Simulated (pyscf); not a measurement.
This saddle point was located with ωB97X-D3(BJ)/def2-SVP in PySCF.

```xyz
10

C      0.3743     0.7408    -0.8278
Re    -1.3311    -0.3636     0.2672
O     -1.3582    -1.1966    -1.2315
O     -2.8674     0.3314     0.4419
O     -0.9934    -1.5331     1.4463
H     -0.2011     1.0519    -1.7110
H      1.0374     1.5700    -0.5243
H      0.9902    -0.1407    -1.0550
H     -0.0839     0.9774     0.4391
H     -0.6314     0.9445     1.3812
```
Charge 0, spin multiplicity 1.

Surface: singlet, charge 0. Lowest wavenumbers (cm⁻¹): 1324i, 82, 224, 307, 313.

Task: Name the species on either side of this saddle.

Result: H₃C–Re(=O)(=O)=O (SMILES [CH3][Re](=[O])(=[O])=[O]) + H₂ (SMILES [H][H]) ⇌ CH₄ (SMILES C) + O=ReH(=O)=O (SMILES [O]=[ReH](=[O])=[O]), a four-centre exchange read from left to right: C–Re, H–H broken and C–H, H–Re formed. At ωB97M-D3(BJ)/def2-TZVP it lies +223.9 kJ/mol from the left side and +250.4 kJ/mol from the right (each side as separated species at their lowest minima found). At the saddle there is also a short H–Re contact that neither side keeps. One saddle was located; it need not be the lowest between these sides. Elements past Kr carry the def2 core potentials, without spin-orbit coupling.
